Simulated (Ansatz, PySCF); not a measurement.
System: Si₂H₅, net charge 0, doublet state. It need not be the lowest isomer of its formula. 
Coordinates optimised at B3LYP-D3(BJ)/def2-TZVP (Ansatz, an electronic-structure program):
```
Si
H 1 1.4822
H 1 1.4822 2 109.07
H 1 1.4858 2 108.50 3 118.04
Si 1 2.3328 2 109.08 4 122.96
H 5 1.4856 1 114.08 2 -57.42
H 5 1.4856 6 109.54 1 129.22
```
Charge 0, spin multiplicity 2.

Total electronic energies in hartree. Cores are frozen in the correlated levels unless marked. Open shells are spin-unrestricted. Spin-orbit coupling is left out. No relativistic terms. Basis-set limits of correlation are two-point, X^-3; Hartree-Fock from the larger set. The bracket is a focal-point correction in the basis named.

| level | program | energy (Eh) |
|---|---|---|
| HF/aug-cc-pV(D+d)Z | Ansatz | -580.73760 |
| HF/cc-pVTZ | Ansatz | -580.75486 |
| HF-D4/def2-TZVPD | PySCF + dftd4 | -580.76389 |
| RI-HF/def2-TZVPPD | Ansatz | -580.74921 |
| M06-L/def2-TZVPD | PySCF | -581.94544 |
| B3LYP-D4/def2-TZVPD | Ansatz + dftd4 | -582.00167 |
| HSE06-D3(BJ)/def2-TZVPD | Ansatz + dftd3 | -581.68563 |
| B2PLYP-D4/def2-TZVPD | Ansatz + dftd4 | -581.69274 |
| B2PLYP/def2-TZVPD | Ansatz | -581.68962 |
| RI-MP2/aug-cc-pV(T+d)Z | Ansatz | -581.00220 |
| SCS-MP2/cc-pV(T+d)Z | Ansatz | -581.01556 |
| CCSD(T)/6-31G* | Ansatz | -580.88198 |
| RI-MP2/CBS(def2-TZVPP,def2-QZVPP)+[CCSD(T)-MP2]/def2-SVP | Ansatz | -581.0867 |
| RI-MP2/CBS(def2-TZVPPD,def2-QZVPPD)+[CCSD(T)-MP2]/def2-SVPD | Ansatz | -581.0894 |
| RI-MP2/CBS(def2-TZVPPD,def2-QZVPPD)+[CCSD(T)-MP2]/def2-TZVPPD | Ansatz | -581.0907 |

Totals of different functionals don't rank their quality; only differences between species are comparable.
